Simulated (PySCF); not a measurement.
**Working out the ionisation energy of C**

C [He] 2s2 2p2 (3P) → C⁺ [He] 2s2 2p1 (2P). All numbers are calculated (PySCF 2.14, the spin-free X2C one-electron Hamiltonian (Gaussian nucleus), in jorge-DZP-DKH). Frozen: 1s2. Energies in hartree (1 hartree = 27.21139 eV):

```json
{"part": "UHF", "C (lower)": "-37.703799", "C⁺ (upper)": "-37.306413"}
{"part": "CCSD correlation", "C (lower)": "-0.072783", "C⁺ (upper)": "-0.067686"}
{"part": "(T)", "C (lower)": "-0.000925", "C⁺ (upper)": "-0.000630"}
```

What does Hartree-Fock give?

(-37.306413) − (-37.703799) = 0.397386 hartree = 10.813 eV.

What do CCSD and CCSD(T) give?

The CCSD correlation energies differ by 0.005097 hartree = 0.139 eV and the triples by 0.000295 hartree = 0.008 eV, so CCSD gives 10.952 eV and CCSD(T) 10.960 eV.

Measured between the centres of the two terms (NIST): 11.262 eV, so CCSD(T) (valence) is off by -0.302 eV.

A double-zeta basis recovers only part of the correlation energy.

What remains against the reference includes basis incompleteness, the frozen core and higher excitations.
